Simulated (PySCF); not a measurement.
**Structure from 2D NMR**

Compound of formula C3H8O. Correlations simulated from computed shifts and couplings:

HSQC (one-bond C–H):
```csv
δH,δC,"1J(C,H) (Hz)"
3.59,74.1,143
1.52,35.4,131
0.87,11.0,132
```

COSY cross peaks (|J| ≥ 2 Hz):
```csv
δH,δH,abs. J (Hz),bonds
3.59,1.52,8.0,3
1.52,0.87,8.4,3
```

HMBC (two and three bonds, |J| ≥ 2.5 Hz):
```csv
δH,δC [abs. J in Hz]
1.52,"74.1 [5.4], 11.0 [3.7]"
0.87,"74.1 [7.2], 35.4 [3.4]"
```

All values are calculated (PySCF 2.14.0 with density-fitted response routines): spin–spin couplings from B3LYP/pcJ-1 (without the spin–dipole term), geometry: PBE0-D3(BJ)/def2-SVP, σ from GIAO-PBE/pcSseg-2. Non-relativistic Hamiltonian, fast rotation and ring inversion assumed for equivalent nuclei, one conformer, in vacuum.

Chemical shifts δ = σref − σ; 1H and 13C vs TMS, all at this level.

Exchangeable hydrogens are left out of these lists, and C,H couplings along chains are those of one rotamer, so weak HMBC peaks may be missing or extra.

Problem. Work out the connectivity.

Solution. `CCCO`.

Atoms are numbered as in `[CH3:1][CH2:2][CH2:3][OH:4]`. Hydrogens are named by the atom that carries them.

δC 74.1 is C3, an sp3 CH2 bonded to O (δH 3.59). δC 35.4 is C2, an sp3 CH2 (δH 1.52). δC 11.0 is C1, a methyl carbon (δH 0.87). COSY links 3.59–1.52, 1.52–0.87.

OH/NH shifts are gas-phase values; hydrogen bonding in solution moves them, usually downfield. Unscaled 3J(H,H) at this level run about 10 % above measured values. Shifts are as computed, not scaled to solution data. Of 1211 compounds with measured shifts, 218 miss one by over three times the rms of a fit or turn the order of signals round; such compounds aren't used in these exercises. Across freely rotating sp3–sp3 bonds, 3J(H,H) is taken as (2 J gauche + J anti)/3 from the one conformer, which assumes equal rotamer populations.
